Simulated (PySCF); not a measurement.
Species: dimethylphosphine, C2H7P.
Numbering: `[CH3:1][PH:2][CH3:3]` (hydrogens: H4, H5, H6 on C1; H7 on P2; H8, H9, H10 on C3)

The same species was optimised twice, with GFN2-xTB and with PBE0-D3(BJ)/def2-SVP (PySCF), and the same property calculations (PySCF, gas phase) were run on both structures.

```json
{"coordinate": "P2–H7 (Å)", "GFN2-xTB": "1.403", "PBE0-D3(BJ)/def2-SVP": "1.430", "change": "+0.027"}
{"coordinate": "C3–H8 (Å)", "GFN2-xTB": "1.088", "PBE0-D3(BJ)/def2-SVP": "1.100", "change": "+0.012"}
{"coordinate": "C1–H4 (Å)", "GFN2-xTB": "1.088", "PBE0-D3(BJ)/def2-SVP": "1.100", "change": "+0.012"}
{"coordinate": "C1–H6 (Å)", "GFN2-xTB": "1.088", "PBE0-D3(BJ)/def2-SVP": "1.101", "change": "+0.013"}
{"coordinate": "C3–H9 (Å)", "GFN2-xTB": "1.089", "PBE0-D3(BJ)/def2-SVP": "1.101", "change": "+0.012"}
{"coordinate": "C1–H5 (Å)", "GFN2-xTB": "1.089", "PBE0-D3(BJ)/def2-SVP": "1.101", "change": "+0.012"}
{"coordinate": "C3–H10 (Å)", "GFN2-xTB": "1.089", "PBE0-D3(BJ)/def2-SVP": "1.101", "change": "+0.012"}
{"coordinate": "C1–P2 (Å)", "GFN2-xTB": "1.852", "PBE0-D3(BJ)/def2-SVP": "1.854", "change": "+0.002"}
{"coordinate": "P2–C3 (Å)", "GFN2-xTB": "1.853", "PBE0-D3(BJ)/def2-SVP": "1.854", "change": "+0.001"}
{"coordinate": "P2–C1–H6 (°)", "GFN2-xTB": "111.5", "PBE0-D3(BJ)/def2-SVP": "113.4", "change": "+1.9"}
{"coordinate": "P2–C3–H9 (°)", "GFN2-xTB": "111.5", "PBE0-D3(BJ)/def2-SVP": "113.4", "change": "+1.9"}
{"coordinate": "C1–P2–C3 (°)", "GFN2-xTB": "98.1", "PBE0-D3(BJ)/def2-SVP": "99.9", "change": "+1.8"}
{"coordinate": "C1–P2–H7 (°)", "GFN2-xTB": "95.4", "PBE0-D3(BJ)/def2-SVP": "97.0", "change": "+1.6"}
{"coordinate": "C3–P2–H7 (°)", "GFN2-xTB": "95.4", "PBE0-D3(BJ)/def2-SVP": "97.0", "change": "+1.6"}
{"coordinate": "H8–C3–H10 (°)", "GFN2-xTB": "108.4", "PBE0-D3(BJ)/def2-SVP": "107.5", "change": "-0.9"}
{"coordinate": "H4–C1–H5 (°)", "GFN2-xTB": "108.4", "PBE0-D3(BJ)/def2-SVP": "107.5", "change": "-0.9"}
{"coordinate": "H5–C1–H6 (°)", "GFN2-xTB": "109.4", "PBE0-D3(BJ)/def2-SVP": "108.6", "change": "-0.8"}
```

Rotational constants: A = 15724, B = 7170, C = 5460 MHz (GFN2-xTB) against A = 15965, B = 6951, C = 5367 MHz (PBE0-D3(BJ)/def2-SVP). Point groups within 0.08 Å: Cs and Cs.

On the GFN2-xTB structure: HOMO (eV) -6.79 [PBE0/pcSseg-1]; LUMO (eV) 0.92 [PBE0/pcSseg-1]; dipole (D) 1.32 [PBE0/pcSseg-1]; GIAO shielding of C1/C3 (mean) (ppm) 176.2 [PBE0/pcSseg-1]; GIAO shielding of P2 (ppm) 441.6 [PBE0/pcSseg-1].

Q: What do these properties become on the PBE0-D3(BJ)/def2-SVP structure?

A: 
```csv
property,level,on GFN2-xTB,on PBE0-D3(BJ)/def2-SVP,change
HOMO (eV),PBE0/pcSseg-1,-6.79,-6.72,+0.07
LUMO (eV),PBE0/pcSseg-1,0.92,0.91,-0.01
dipole (D),PBE0/pcSseg-1,1.32,1.33,+0.01
"energy, GFN2-xTB geometry as zero (kcal/mol)",PBE0/pcSseg-1,0.0,-0.6,-0.6
GIAO shielding of C1/C3 (mean) (ppm),PBE0/pcSseg-1,176.2,174.7,-1.5
GIAO shielding of P2 (ppm),PBE0/pcSseg-1,441.6,428.1,-13.5
```

The heavy atoms differ by 0.019 Å rms after alignment. Among all bonds P2–H7 changes most (+0.027 Å). Changes are differences of the printed values. Neither structure is proved a minimum here.
